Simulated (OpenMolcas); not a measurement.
**One shape, several levels: Si2H6O (disiloxane)**

We compute a comparison of 6 runs (HF/3-21G, B3LYP/6-31G*, B2PLYP/cc-pVDZ, M06-2X/cc-pVDZ, PBE/cc-pVDZ, revPBE/cc-pVDZ) of Si2H6O (disiloxane). 

The results are computed with OpenMolcas 26.06.

**1. Starting point**

Si2H6O has 9 atoms, charge 0, and is taken as a singlet. As SMILES, `[SiH3]O[SiH3]`. One bond was lengthened or shortened from a relaxed shape.

Bond lengths: Si1–O2 1.879 Å, O2–Si3 1.634 Å, Si1–H4 1.487 Å, Si1–H5 1.483 Å, Si1–H6 1.487 Å, Si3–H7 1.483 Å, Si3–H8 1.486 Å, Si3–H9 1.487 Å. Some angles: Si1–O2–Si3 147.2°, O2–Si1–H4 110.2°, O2–Si1–H5 108.3°, O2–Si1–H6 110.2°, O2–Si3–H7 108.3°, O2–Si3–H8 110.2°, O2–Si3–H9 110.2°, H4–Si1–H5 109.6°, H4–Si1–H6 109.0°, H5–Si1–H6 109.6°.

**2. A single-point energy at HF/3-21G (run 1)**

Contents of mol.xyz:

```xyz
9

Si    -0.880661     1.196907    -1.020638
O      0.425550     0.090990    -0.245380
Si     0.775570    -1.038810     0.881750
H     -1.957641     0.370827    -1.626778
H     -0.231011     2.016667    -2.071338
H     -1.476541     2.087007     0.010212
H      2.224270    -1.343130     0.800010
H     -0.009310    -2.275600     0.628780
H      0.448290    -0.527870     2.238910
```

Contents of run.inp:

```
* H6OSi2 Hartree-Fock
>>> EXPORT MOLCAS_PRINT=2

&gateway
  baslib
  $CurrDir
  coord
  mol.xyz
  basis
  3-21G
  group
  NoSym

&seward

&scf
  thresholds
  1e-10 1e-07 1e-07 1e-05
  prorbitals
  1 1
```

The basis set 3-21G is read from a file made from the Basis Set Exchange's data (not shown).

Command:

```bash
$ export MOLCAS_MEM=1860
$ pymolcas run.inp > run.log
```

Log:

```text
--- Start Module: gateway ---
[...]
--- Stop Module: gateway /rc=_RC_ALL_IS_WELL_ ---
--- Start Module: seward ---
[...]
      Basis functions           47
--- Stop Module: seward /rc=_RC_ALL_IS_WELL_ ---
--- Start Module: scf ---
[...]
       Convergence after  12 Iterations
[...]
::    Total SCF energy                               -652.7631372525
[...]
      Total spin, S                                     0.0000000000
[...]
      Total electronic charge=   42.000000
      Total            charge=   -0.000000
[...]
      Dipole Moment (debye):
      Origin of the operator (angstrom)=    0.0366    0.0796   -0.1004
                   X= -1.4119E+00               Y=  6.8660E-01               Z= -2.7469E-01           Total=  1.5938E+00
      Quadrupole Moment (debye*angstrom):
[...]
--- Stop Module: scf /rc=_RC_ALL_IS_WELL_ ---
[...]
```

It took 2 s on 1 thread of Arm Neoverse V1, shared host; peak memory 0.38 GiB.

**3. A single-point energy at B3LYP/6-31G(d) (Cartesian functions) (run 2)**

Contents of coord.xyz:

```xyz
9

Si    -0.880661     1.196907    -1.020638
O      0.425550     0.090990    -0.245380
Si     0.775570    -1.038810     0.881750
H     -1.957641     0.370827    -1.626778
H     -0.231011     2.016667    -2.071338
H     -1.476541     2.087007     0.010212
H      2.224270    -1.343130     0.800010
H     -0.009310    -2.275600     0.628780
H      0.448290    -0.527870     2.238910
```

Contents of run.input:

```
>>> EXPORT MOLCAS_PRINT=2

&GATEWAY
 BasLib = $CurrDir
 Coord = coord.xyz
 Basis = 6-31Gs
 Group = NoSym

&SEWARD
 GridInput
 Grid=UltraFine
 End of Grid

&SCF
 KSDFT = B3LYP
 Thresholds = 1e-10 1e-07 1e-07 1e-05
 PrOrbitals = 0
```

The basis set 6-31G* is read from a file made from the Basis Set Exchange's data (not shown).

Command:

```bash
$ export MOLCAS_MEM=1860
$ pymolcas run.input > run.log
```

Log:

```text
--- Start Module: gateway ---
[...]
--- Stop Module: gateway /rc=_RC_ALL_IS_WELL_ ---
--- Start Module: seward ---
[...]
      Basis functions           65
--- Stop Module: seward /rc=_RC_ALL_IS_WELL_ ---
[...]
--- Start Module: scf ---
[...]
       Convergence after  12 Iterations
[...]
::    Total KS-DFT energy                            -657.8605123470
[...]
      Total spin, S                                     0.0000000000
[...]
      Total electronic charge=   42.000000
      Total            charge=   -0.000000
[...]
      Dipole Moment (debye):
      Origin of the operator (angstrom)=    0.0366    0.0796   -0.1004
                   X= -1.2529E+00               Y=  8.5646E-01               Z= -5.1637E-01           Total=  1.6031E+00
      Quadrupole Moment (debye*angstrom):
[...]
--- Stop Module: scf /rc=_RC_ALL_IS_WELL_ ---
[...]
```

Run time: 16 s. Hardware: 1 thread of Arm Neoverse V1, shared host; peak memory 0.4 GiB.

Runs 3 to 5 aren't shown in full; the table further down has their settings and results.

**4. The energy at revPBE/cc-pVDZ (run 6)**

Contents of input.xyz:

```xyz
9

Si    -0.880661     1.196907    -1.020638
O      0.425550     0.090990    -0.245380
Si     0.775570    -1.038810     0.881750
H     -1.957641     0.370827    -1.626778
H     -0.231011     2.016667    -2.071338
H     -1.476541     2.087007     0.010212
H      2.224270    -1.343130     0.800010
H     -0.009310    -2.275600     0.628780
H      0.448290    -0.527870     2.238910
```

Contents of calc.input:

```
* H6OSi2 Kohn-Sham DFT

&GATEWAY
  BasLib = $CurrDir
  Coord = input.xyz
  Basis = cc-pVDZ
  Group = NoSym

&SEWARD
  GridInput
  Grid=UltraFine
  End of Grid

&SCF
  KSDFT = revPBE
  Thresholds = 1e-10 1e-07 1e-07 1e-05
  PrOrbitals = 1 2
```

The basis set cc-pVDZ is read from a file made from the Basis Set Exchange's data (not shown).

Command:

```bash
$ export MOLCAS_MEM=1860
$ pymolcas calc.input > calc.log
```

Log:

```text
--- Start Module: gateway ---
[...]
--- Stop Module: gateway /rc=_RC_ALL_IS_WELL_ ---
--- Start Module: seward ---
[...]
      Basis functions           80
--- Stop Module: seward /rc=_RC_ALL_IS_WELL_ ---
[...]
--- Start Module: scf ---
[...]
       Convergence after  17 Iterations
[...]
::    Total KS-DFT energy                            -657.6914803355
[...]
      Total spin, S                                     0.0000000000
[...]
      Total electronic charge=   42.000000
      Total            charge=   -0.000000
[...]
      Dipole Moment (debye):
      Origin of the operator (angstrom)=    0.0366    0.0796   -0.1004
                   X= -1.0987E+00               Y=  8.4412E-01               Z= -5.5484E-01           Total=  1.4925E+00
      Quadrupole Moment (debye*angstrom):
[...]
--- Stop Module: scf /rc=_RC_ALL_IS_WELL_ ---
[...]
```

Wall time 31 s (1 thread of Arm Neoverse V1, shared host); peak memory 0.45 GiB.

**5. The series**

| run | level | Cartesian functions | integration grid | energy (Eh) | dipole moment (D) | HOMO energy (eV) | LUMO energy (eV) | wall time |
| --- | --- | --- | --- | --- | --- | --- | --- | --- |
| 1 | HF/3-21G | no | – | -652.763137 | 1.59 | -11.50 | 3.61 | 2 s |
| 2 | B3LYP/6-31G* (Cartesian functions) | yes | UltraFine | -657.860512 | 1.60 | -7.85 | -0.60 | 16 s |
| 3 | B2PLYP/cc-pVDZ | no | UltraFine | -657.518395 | 1.64 | -9.52 | 0.99 | 23 s |
| 4 | M06-2X/cc-pVDZ | no | UltraFine | -657.760039 | 1.64 | -9.55 | 0.61 | 32 s |
| 5 | PBE/cc-pVDZ | no | UltraFine | -657.442189 | 1.49 | -6.66 | -1.35 | 30 s |
| 6 | revPBE/cc-pVDZ | no | UltraFine | -657.691480 | 1.49 | -6.64 | -1.24 | 31 s |

**6. Summary of results**

```
            quantity          value
 run 6: total energy  -657.69148 Eh
run 6: dipole moment         1.49 D
  run 6: HOMO energy       -6.64 eV
  run 6: LUMO energy       -1.24 eV
run 6: HOMO–LUMO gap        5.40 eV
```

**Reading.** The dipole moment (its size) runs from 1.49 D (PBE/cc-pVDZ) to 1.64 D (B2PLYP/cc-pVDZ). A double hybrid's value is that of its SCF part. The HOMO–LUMO gap runs from 5.31 eV (PBE/cc-pVDZ) to 15.11 eV (HF/3-21G). The two ends differ in method and basis. For B2PLYP the log adds the whole second-order term; the table takes 0.27 of it, as the functional is defined. Totals of different functionals can't be ranked against each other. All runs together took 2.2 min, the longest 32 s.
